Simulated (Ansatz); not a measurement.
Results of r²SCAN+rVV10 (PAW; Ansatz, a first-principles code) for rock-salt ZrC.

Run with plane-wave cutoff 600 eV, 24×24×24 k mesh, Fermi–Dirac smearing 0.062 eV (set by the program), scalar-relativistic PAW data made under PBE.

Computed at the level's own relaxed cell.

Hill averages of the elastic tensor: K = 233.2 GPa, G = 173.9 GPa. Volume 13.004 Å³/atom, mean atomic mass 51.617 u.

**Question.** Work out the density, the sound velocities of a polycrystal and the elastic Debye temperature, and Pugh's ratio at this level.

**Answer.** ρ = 1.66054 × 51.617/13.004 = 6.591 g/cm³. v_l = √[(K + 4G/3)/ρ] = 8.400 km/s and v_t = √(G/ρ) = 5.137 km/s. The mean follows from 3/v_m³ = 1/v_l³ + 2/v_t³: v_m = 5.672 km/s. Θ_D = (ħ/k_B) v_m (6π²/V)^(1/3) = 76.38 K Å s/km × 5.672 × 1.6575 Å⁻¹ = 718 K, counting all atoms of the cell. K/G = 1.34, to be set beside Pugh's rough bound of 1.75 between brittle and ductile metals.
